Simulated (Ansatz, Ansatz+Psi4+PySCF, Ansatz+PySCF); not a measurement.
```yaml
atoms:
  - { symbol: C, position_ang: [0.0011, -0.0092, -0.4664] }
  - { symbol: C, position_ang: [0.0056, -0.0015, 0.7253] }
  - { symbol: H, position_ang: [0.0069, 0.0069, -1.5292] }
```

Basis set: cc-pVTZ (spherical functions). Frozen core: 2 orbitals. Correlation on ROHF uses semicanonical orbitals with singles. Charge 0, multiplicity 2.

Computed with Ansatz (development build ahead of 0.2.0); each method stands on the lowest determinant of its kind that the runs found.

(1) Give the atomization energy at this shape (free ground-state atoms in the same class of orbitals less the molecule, no zero-point energy) of doublet C₂H by ROHF-CCSD(T), UHF-CCSD(T), ROHF-MP2, UHF-MP2.

Answers

(1)

```csv
method,atomization energy
ROHF-CCSD(T),254.93 kcal/mol
UHF-CCSD(T),254.33 kcal/mol
ROHF-MP2,263.78 kcal/mol
UHF-MP2,253.42 kcal/mol
```

Caution for UHF-CCSD(T), UHF-MP2: large amplitudes, a single reference is doubtful; the unrestricted determinant is spin contaminated.
